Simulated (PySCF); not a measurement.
Species: C₅H₇ (doublet state).
Atom-mapped SMILES: `[CH3:1]/[CH:2]=[C:3]1\[CH:4][CH2:5]1` (hydrogens: H6, H7, H8 on C1; H9 on C2; H10 on C4; H11, H12 on C5)

Method used: UKS B3LYP, pcH-1 on C H, non-relativistic, mean-field spin-orbit, GIAO in PySCF. Geometry: GFN2-xTB; no solvent, vibrations or thermal averaging. The geometry wasn't refined by DFT: couplings that depend on bond lengths, twists or pyramidal angles can differ widely from those at the functional's own minimum. No stability test was run, so a lower SCF solution isn't excluded. ⟨S²⟩ is 0.775 where a pure state has 0.75.

Computed for the main isotopes (class means, splittings of 0.05 mT or more): g = 2.0027; H11/H12 1H +54.5 MHz (1.95 mT); H10 1H -49.6 MHz (1.77 mT); H6/H7/H8 1H +39.7 MHz (1.42 mT); H9 1H -37.0 MHz (1.32 mT); 48 first-order lines, 11.23 mT wide.

What changes when 1H at H10 is replaced by 2H?

Only the nuclear moment changes in this model. The ratio of g factors is 0.85744/5.58569 = 0.1535, so a goes from -49.6 to -7.6 MHz (0.271 mT). The spin goes from 1/2 to 1, so the 1:1 doublet becomes a 1:1:1 triplet. The spectrum then has 72 first-order lines over 10.00 mT.

Where do the 13C satellites of C4 appear, and how strong are they?

a = +68.6 MHz, or 2.45 mT in magnitude, and I = 1/2, so to first order each main line has two satellites, at ±1.22 mT. The isotope's abundance is about 1.07 %, shared among 2 lines, so each has 0.54 % of the main line's intensity.

Give position and intensity of the satellites from 13C at C3.

a = -51.6 MHz, or 1.84 mT in magnitude, and I = 1/2, so to first order each main line has two satellites, at ±0.92 mT. The isotope's abundance is about 1.07 %, shared among 2 lines, so each has 0.54 % of the main line's intensity.

Means are taken over nuclei equivalent by connectivity, which assumes that they swap fast. The three 1H nuclei of mean +39.7 MHz run from 1.6 to 59.5 MHz in the frozen geometry.
